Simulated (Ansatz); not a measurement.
# BHMg: the cost of one run

The runs use Ansatz 0.2.0, Gaussian basis; def2-QZVPP, core rule «outside noble gas», up to 6 orbitals frozen.

Plan: UHF; ROHF; CCSD(T) on UHF.

2 further runs of the same task are left out: 2 set aside as unsound or not needed.

### 1 The geometry

The geometry is a PBE0/def2-TZVP stationary point (not a proven minimum) of the parent state, kept for this charge and spin.

3 atoms, charge 1, spin multiplicity 2.

Atoms are counted from 1 here; the program's logs count them from 0.

Bond lengths: B1–Mg2 2.255 Å, Mg2–H3 1.702 Å. Angles: B1–Mg2–H3 180.0°.

### 2 UHF

The input, in.yaml:

```yaml
crystal:
  periodic: [false, false, false]
  atoms:
    - {symbol: B, position_ang: [0.000000, 0.000000, 2.070593]}
    - {symbol: Mg, position_ang: [0.000000, 0.000000, -0.184107]}
    - {symbol: H, position_ang: [0.000000, 0.000000, -1.886486]}
basis:
  gaussian: {orbitals: "def2-QZVPP.json"}
total_charge: 1
magnetization: {spin_polarized: true, initial_magnetization: 1}
hamiltonian: {xc: hf}
output: {orbitals: {seedname: orbitals}}
```

Run with:

```sh
$ ansatz run in.yaml --threads 1 --pin off --events-out ev --progress --plain --max-ram 2393MiB
```

Q: Estimate wall time and peak memory on 1 thread of Arm Neoverse V1, shared host.

About 5.5 s, with a peak of 0.26 GiB.
